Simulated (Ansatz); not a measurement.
bcc K, treated with PBE0-D3(BJ) (Ansatz, an electronic-structure program, plane waves, PAW).

Settings: plane-wave cutoff 460 eV, 10×10×10 k mesh, Fermi–Dirac smearing 0.05 eV, scalar-relativistic PAW data made under PBE.

Pressure at four volumes; x = ln(V/70.146 Å³). One pressure is withheld.

```json
[
 {"V (Å³/atom)": "66.638", "x": "-0.0513", "P (GPa)": "?"},
 {"V (Å³/atom)": "68.392", "x": "-0.0253", "P (GPa)": "0.116"},
 {"V (Å³/atom)": "70.146", "x": "0.0000", "P (GPa)": "0.007"},
 {"V (Å³/atom)": "73.653", "x": "0.0488", "P (GPa)": "-0.177"}
]
```

Task: Pass a parabola P(x) through the three rows shown, estimate the bulk modulus and its pressure derivative near zero pressure, and predict the withheld pressure.

Result: Slopes between the rows: (0.007 − (0.116))/(0.0000 − (-0.0253)) = -4.31 and (-0.177 − (0.007))/(0.0488 − (0.0000)) = -3.77 GPa. Their difference over the span 0.0741 is c = 0.54/0.0741 = 7.3 GPa, so P(x) = 0.116 + (-4.31)(x − (-0.0253)) + 7.3 (x − (-0.0253))(x − (0.0000)). At the middle row B = −dP/dx = −[-4.31 + 7.3 × 0.0253] = 4.1 GPa, and B′ = dB/dP = 2c/B = 3.6. At x = -0.0513 the parabola gives 0.238 GPa; the run gives 0.238 GPa. The Birch–Murnaghan fit to the energies at all volumes has B0 = 4.08 GPa and B′ = 3.7.

Measured, for comparison: bulk modulus 3.75 GPa (corrected for temperature and zero-point phonon effects; as tabulated in Levämäki et al. (2014), arXiv:1402.3671). Computed (rounded) less measured: bulk modulus +9 %.
